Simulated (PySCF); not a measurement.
# C4H4S: magnetic properties

One table from this session's results is given with a row withheld; the runs are named, their logs left out.

Computed with PySCF 2.14.0 and routines of our own; the level stands in each step. Atoms count from 0.

### The starting structure

9 atoms, charge 0, multiplicity 1; geometry from: GFN2-xTB.

Set-up of the first run:

The job: settings as JSON, then the geometry in Å.

```
{"job": {"xc": "PBE0", "basis": "def2-SVP", "d3": "d3bj", "grid": 1, "kind": "geom"}, "charge": 0, "multiplicity": 1}
C     -0.745235    -0.654585    -0.012927
C      0.666940    -0.736630    -0.013657
C      1.257446     0.483923     0.004609
S      0.103597     1.758559     0.022667
C     -1.189894     0.626234     0.006180
H     -1.393330    -1.512461    -0.025164
H      1.211869    -1.663455    -0.027296
H      2.302529     0.721648     0.009087
H     -2.200360     0.982761     0.011321
```

Command:

```console
> OMP_NUM_THREADS=1 python excited_run.py task.json out
```

This one command runs all jobs of the session in turn.

Steps of the session up to this table: Relaxing the molecule at PBE0-D3(BJ)/def2-SVP; Magnetic properties: GIAO B97-D/aug-pcSseg-1; Magnetic properties: GIAO wB97X-D/aug-pcSseg-1; Magnetic properties: GIAO KT2/aug-pcSseg-1; Magnetic properties: GIAO LDA/aug-pcSseg-1; Magnetic properties: GIAO HCTH407/aug-pcSseg-1; Magnetic properties: GIAO PBE/aug-pcSseg-1.

One table of the session follows, with a row left open; its other results are not shown here.

It belongs to the step «Magnetic properties side by side». 

```
                    level  gap (eV)
  GIAO B97-D/aug-pcSseg-1         ?
GIAO wB97X-D/aug-pcSseg-1      9.68
    GIAO KT2/aug-pcSseg-1      4.57
    GIAO LDA/aug-pcSseg-1      4.55
GIAO HCTH407/aug-pcSseg-1      4.55
    GIAO PBE/aug-pcSseg-1      4.55
```

Q: Estimate the row for GIAO B97-D/aug-pcSseg-1 from the others.

As computed: gap (eV): 4.54. In the column «gap (eV)» it is the lowest.

To keep in mind: Vibrational averaging and real surroundings are missing from these values.
